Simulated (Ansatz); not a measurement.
Sc₂Ru: from a trial structure to a relaxed crystal

All numbers below come from DFT PBE, scalar-relativistic, plane waves, PAW (Ansatz). Cutoff 420 eV, Γ-centred k mesh, Gaussian smearing, no spin polarisation in the final step.

The start puts Sc₂Ru on the fluorite structure type (Fm-3m, No. 225), with Ru in place of Ca, Sc in place of F, at a guessed volume.

```
CELL_PARAMETERS angstrom
0.00000 2.93365 2.93365
2.93365 0.00000 2.93365
2.93365 2.93365 0.00000
ATOMIC_POSITIONS crystal
Sc 0.25000 0.25000 0.25000
Sc 0.75000 0.75000 0.75000
Ru 0.00000 0.00000 0.00000
```

Cell and atoms relax at zero pressure; the relaxation can't lower the symmetry of the start. After a coarse first stage the cell is made exact in the group found at 0.06 Å.

Energies over the elements count from the elements' standard structures at the same level, with no empirical corrections.

What does it relax into?

It keeps Fm-3m (No. 225). The result has the fluorite structure. Conventional cell: a = 6.345 Å. Sc is coordinated by 4 Ru at 2.75 Å and 6 Sc at 3.17 Å; Ru has 8 Sc at 2.75 Å.

```
Sc Ru
1.0
     0.00000    3.17245    3.17245
     3.17245    0.00000    3.17245
     3.17245    3.17245    0.00000
Sc Ru
2 1
Direct
  0.25000 0.25000 0.25000
  0.75000 0.75000 0.75000
  0.00000 0.00000 0.00000
```

What are its volume, energy, density and gap?

The volume per atom is 21.29 Å³, the density is 4.97 g/cm³ and the energy over the elements is -0.30 eV/atom. The gap on the 12×12×12 mesh is 0 eV (a metal).

The final run used a 12×12×12 mesh on its 3-atom cell and 0.10 eV smearing. The k mesh leaves about 4 meV/atom of noise in metals. A structure relaxed within its symmetry needn't be a true minimum. The steps took roughly 25 core-seconds in all.

Cost: 3 runs of about 0.41 core-minutes in all, on AMD EPYC 7R43 (Zen 3) (shared hosts).